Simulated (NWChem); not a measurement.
System: BCl3; SMILES ClB(Cl)Cl

NWChem printed, in part:

```
             Northwest Computational Chemistry Package (NWChem) 7.3.0
             --------------------------------------------------------

                             Geometry "geometry" -> ""
                             -------------------------

 Output coordinates in angstroms (scale by  1.889725989 to convert to a.u.)

  No.       Tag          Charge          X              Y              Z
 ---- ---------------- ---------- -------------- -------------- --------------
    1 B                    5.0000     0.00000000     0.00000000     0.00000000
    2 Cl                  17.0000     0.87617000     1.50568700     0.00000000
    3 Cl                  17.0000     0.86587800    -1.51162900     0.00000000
    4 Cl                  17.0000    -1.74204800     0.00594200     0.00000000

 Effective nuclear repulsion energy (a.u.)     229.5139013649

  xc_inp: hfexch multiplicative factor not found.

                                 NWChem DFT Module
                                 -----------------

 Summary of "ao basis" -> "ao basis" (spherical)
 ------------------------------------------------------------------------------
       Tag                 Description            Shells   Functions and Types
 ---------------- ------------------------------  ------  ---------------------
 B                        aug-cc-pvdz                9       23   4s3p2d
 Cl                       aug-cc-pvdz               11       27   5s4p2d

            General Information
            -------------------
          SCF calculation type: DFT
          Wavefunction type:  closed shell.
          No. of atoms     :     4
          No. of electrons :    56
           Alpha electrons :    28
            Beta electrons :    28
          Charge           :     0
          Spin multiplicity:     1
          Use of symmetry is: off; symmetry adaption is: off
          Maximum number of iterations: 150
          AO basis - number of functions:   104
                     number of shells:    42
          Convergence on energy requested:  1.00D-06
          Convergence on density requested:  1.00D-05
          Convergence on gradient requested:  5.00D-04

              XC Information
              --------------
                     Hartree-Fock (Exact) Exchange  1.000

      Superposition of Atomic Density Guess
      -------------------------------------

 Sum of atomic energies:       -1402.96145152

      Non-variational initial energy
      ------------------------------

 Total energy =   -1404.082636
 1-e energy   =   -2394.854715
 2-e energy   =     761.258178
 HOMO         =      -0.404637
 LUMO         =       0.037638

   convergence    iter        energy       DeltaE   RMS-Dens  Diis-err
 ---------------- ----- ----------------- --------- --------- ---------
 d= 0,ls=0.0,diis     1  -1403.2668611232 -1.63D+03  5.51D-03  3.63D-01
 d= 0,ls=0.0,diis     2  -1403.3094140959 -4.26D-02  2.18D-03  1.41D-01
 d= 0,ls=0.0,diis     3  -1403.3293639584 -1.99D-02  5.86D-04  2.34D-03
 d= 0,ls=0.0,diis     4  -1403.3300767252 -7.13D-04  8.79D-05  5.57D-05
 d= 0,ls=0.0,diis     5  -1403.3301002968 -2.36D-05  2.45D-05  3.02D-06
  Resetting Diis
 d= 0,ls=0.0,diis     6  -1403.3301017135 -1.42D-06  3.86D-06  9.34D-08
 d= 0,ls=0.0,diis     7  -1403.3301017495 -3.60D-08  7.75D-07  6.00D-09

         Total DFT energy =    -1403.330101749514
      One electron energy =    -2395.716655593520
           Coulomb energy =      849.525513210369
    Exchange-Corr. energy =      -86.652860731260
 Nuclear repulsion energy =      229.513901364896

 Numeric. integr. density =        0.000000000000

                       DFT Final Molecular Orbital Analysis
                       ------------------------------------

 Vector   26  Occ=2.000000D+00  E=-4.854213D-01
              MO Center= -7.6D-01, -3.5D-01, -8.4D-16, r^2= 3.4D+00
   Bfn.  Coefficient  Atom+Function         Bfn.  Coefficient  Atom+Function
  ----- ------------  ---------------      ----- ------------  ---------------
    88      0.486837  4 Cl pz                91      0.386400  4 Cl pz
    61     -0.336367  3 Cl pz                64     -0.266973  3 Cl pz
    34     -0.150470  2 Cl pz                37     -0.119428  2 Cl pz
    17      0.047669  1 B  d  1              94      0.029265  4 Cl pz

[...]

                                NWChem TDDFT Module
                                -------------------

            General Information
            -------------------
           No. of orbitals :     208
            Alpha orbitals :     104
             Beta orbitals :     104
        Alpha frozen cores :       0
         Beta frozen cores :       0
     Alpha frozen virtuals :       0
      Beta frozen virtuals :       0
         Spin multiplicity :       1
    Number of AO functions :     104
        Use of symmetry is : off
      Symmetry adaption is : off
         Schwarz screening :  0.10D-07

              XC Information
              --------------
              Hartree-Fock (Exact) Exchange   1.00

             TDDFT Information
             -----------------
          Calculation type : CIS
         Wavefunction type : Restricted singlets
          No. of electrons :      56
           Alpha electrons :      28
            Beta electrons :      28
              No. of roots :       6
          Max subspacesize :    5200
            Max iterations :     100
               Target root :       1
           Target symmetry : none
      Symmetry restriction : off
                 Algorithm : Optimal
        Davidson threshold :  0.10D-03

    6 smallest eigenvalue differences (eV)
--------------------------------------------------------
  No. Spin  Occ  Vir  Irrep   E(Occ)    E(Vir)   E(Diff)
--------------------------------------------------------
    1    1   28   29 a        -0.459     0.046    13.754
    2    1   28   30 a        -0.459     0.054    13.977
    3    1   28   31 a        -0.459     0.057    14.052
    4    1   28   32 a        -0.459     0.057    14.052
    5    1   27   29 a        -0.485     0.046    14.467
    6    1   26   29 a        -0.485     0.046    14.467
--------------------------------------------------------

  Entering Davidson iterations
  Restricted singlet excited states

  Iter   NTrls   NConv    DeltaV     DeltaE      Time
  ----  ------  ------  ---------  ---------  ---------
    1      6       0     0.53E-01   0.10+100        9.0
    2     12       0     0.42E-01   0.27E-01        8.9
    3     18       0     0.81E-01   0.49E-01        8.9
    4     24       0     0.59E-01   0.14E-01        8.9
    5     30       0     0.66E-01   0.18E-01        8.9
    6     36       0     0.75E-01   0.32E-01        8.9
    7     42       0     0.28E-01   0.13E-01        8.9
    8     48       1     0.10E-01   0.14E-02        8.9
    9     53       2     0.47E-02   0.82E-04        9.0
   10     57       2     0.19E-02   0.15E-04        8.9
   11     61       2     0.70E-03   0.22E-05        8.9
   12     65       2     0.22E-03   0.32E-06        8.9
   13     69       6     0.78E-04   0.34E-07        8.9
  ----  ------  ------  ---------  ---------  ---------
  Convergence criterion met

  Ground state a       -1403.330101749514 a.u.

  ----------------------------------------------------------------------------
  Root   1 singlet a              0.279316432 a.u.                7.6006 eV
  ----------------------------------------------------------------------------
     Transition Moments    X  0.00000   Y  0.00000   Z -0.00000
     Dipole Oscillator Strength                    0.0000000000
     Electric Quadrupole                           0.0000000000
     Magnetic Dipole                               0.0000000000
     Total Oscillator Strength                     0.0000000000

     Occ.   24  a   ---  Virt.   48  a       -0.06622
     Occ.   24  a   ---  Virt.   59  a        0.06350
     Occ.   25  a   ---  Virt.   47  a       -0.06622
     Occ.   25  a   ---  Virt.   58  a        0.06350
     Occ.   28  a   ---  Virt.   30  a       -0.07274
     Occ.   28  a   ---  Virt.   33  a       -0.98086
     Occ.   28  a   ---  Virt.   43  a        0.08313
     Occ.   28  a   ---  Virt.   56  a        0.05258
  ----------------------------------------------------------------------------
  Root   2 singlet a              0.305653032 a.u.                8.3172 eV
  ----------------------------------------------------------------------------
     Transition Moments    X -0.00000   Y  0.00000   Z  0.00000
     Dipole Oscillator Strength                    0.0000000000
     Electric Quadrupole                           0.0000001465
     Magnetic Dipole                               0.0000028903
     Total Oscillator Strength                     0.0000030367

     Occ.   22  a   ---  Virt.   33  a        0.06508
     Occ.   24  a   ---  Virt.   33  a       -0.42373
     Occ.   25  a   ---  Virt.   30  a       -0.05963
     Occ.   25  a   ---  Virt.   33  a       -0.87852
     Occ.   25  a   ---  Virt.   43  a        0.07325
     Occ.   25  a   ---  Virt.   56  a        0.05720
     Occ.   28  a   ---  Virt.   47  a       -0.05597
     Occ.   28  a   ---  Virt.   58  a        0.06916
  ----------------------------------------------------------------------------
  Root   3 singlet a              0.305653033 a.u.                8.3172 eV
  ----------------------------------------------------------------------------
     Transition Moments    X  0.00000   Y  0.00000   Z  0.00000
     Dipole Oscillator Strength                    0.0000000000
     Electric Quadrupole                           0.0000001465
     Magnetic Dipole                               0.0000028903
     Total Oscillator Strength                     0.0000030367

[...]
```

Level: Hartree-Fock/aug-cc-pVDZ, CIS. Geometry: optimised at PBE0/def2-SVP.

Q: Which NWChem input produces such a log?

A: One answer among several that fit: the input that was run:
```
start job
memory heap 200 mb stack 900 mb global 1100 mb
geometry units angstroms noautosym nocenter noautoz
  B      0.000000     0.000000     0.000000
  Cl     0.876170     1.505687     0.000000
  Cl     0.865878    -1.511629     0.000000
  Cl    -1.742048     0.005942     0.000000
end
basis spherical
  B library aug-cc-pvdz
  Cl library aug-cc-pvdz
end
dft
  xc hfexch
  iterations 150
end
tddft
  cis
  nroots 6
  notriplet
end
task tddft energy
```
